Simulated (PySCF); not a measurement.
Geometries of 6 isomers of C4H2FN, from PySCF, PBE0-D3(BJ)/def2-SVP geometry optimisation, gas phase. One conformer each, no zero-point energy, no frequencies.

**Question.** Which is lowest in electronic energy at this level?
A.
```xyz
8
angstrom
N      2.324    1.327    0.111
C      1.459    0.558    0.085
C      0.373   -0.408    0.047
C     -0.907   -0.103   -0.761
C     -0.977   -0.056    0.524
F     -1.664    0.141    1.603
H      0.732   -1.448    0.117
H     -1.284   -0.030   -1.775
```
B.
```xyz
8
angstrom
N      2.599   -0.615    0.285
C      1.461   -0.423    0.365
C      0.029   -0.169    0.433
F     -0.449   -0.532    1.662
C     -0.618    0.933   -0.293
C     -0.853   -0.270   -0.739
H     -0.772    2.009   -0.329
H     -1.347   -0.951   -1.428
```
C.
```xyz
8
angstrom
N      2.962    0.250   -0.353
C      1.810    0.239   -0.210
C      0.425    0.203   -0.040
C     -0.744    0.729    0.160
F     -1.445    1.797    0.357
C     -0.816   -0.726    0.024
H     -0.955   -1.356    0.915
H     -1.184   -1.176   -0.911
```
D.
```xyz
8
angstrom
N      2.814   -0.239   -0.918
C      1.718   -0.059   -0.582
C      0.396    0.130   -0.155
C     -0.691    0.865   -0.103
C     -0.769   -0.446    0.547
F     -1.473   -1.442   -0.058
H     -1.197    1.786   -0.385
H     -0.792   -0.584    1.637
```
E.
```xyz
8
angstrom
N      3.159    1.909    0.546
C      2.166    1.307    0.489
C      0.992    0.595    0.424
C     -0.039   -0.045    0.373
C     -1.273   -0.820    0.316
F     -2.316   -0.078   -0.155
H     -1.122   -1.695   -0.340
H     -1.515   -1.189    1.329
```
F.
```xyz
8
angstrom
C      1.918   -0.193   -0.599
C      0.820   -0.188   -0.096
C     -0.507   -0.212    0.516
F     -0.480    0.258    1.798
C     -1.468    0.579   -0.276
N     -2.244    1.181   -0.885
H      2.893   -0.190   -1.053
H     -0.877   -1.255    0.542
```

**Answer.** E. That is `N#CC#CCF`, 5.1 kcal/mol below the next.

```tsv
SMILES	atoms numbered as above	E (Eh)	relative (kcal/mol)	relative (kJ/mol)	dipole (D)
N#CC#CCF	[N:1]#[C:2][C:3]#[C:4][CH2:5][F:6]	-307.54868	0.0	0.0	3.89
N#CC1=C[C@H]1F	[N:1]#[C:2][C:3]1=[CH:4][C@H:5]1[F:6]	-307.54048	5.1	21.5	3.54
N#CC1(F)C=C1	[N:1]#[C:2][C:3]1([F:4])[CH:5]=[CH:6]1	-307.53598	8.0	33.3	4.33
C#C[C@@H](F)C#N	[CH:1]#[C:2][C@@H:3]([F:4])[C:5]#[N:6]	-307.53006	11.7	48.9	3.38
N#CC1=C(F)C1	[N:1]#[C:2][C:3]1=[C:4]([F:5])[CH2:6]1	-307.52965	11.9	50.0	3.50
N#C[C@@H]1C=C1F	[N:1]#[C:2][C@@H:3]1[CH:4]=[C:5]1[F:6]	-307.52700	13.6	56.9	3.88
```

As drawn, the lowest has a C≡C bond, which the highest lacks; the highest has a three-membered ring and a C=C bond outside aromatic rings, which the lowest lacks.
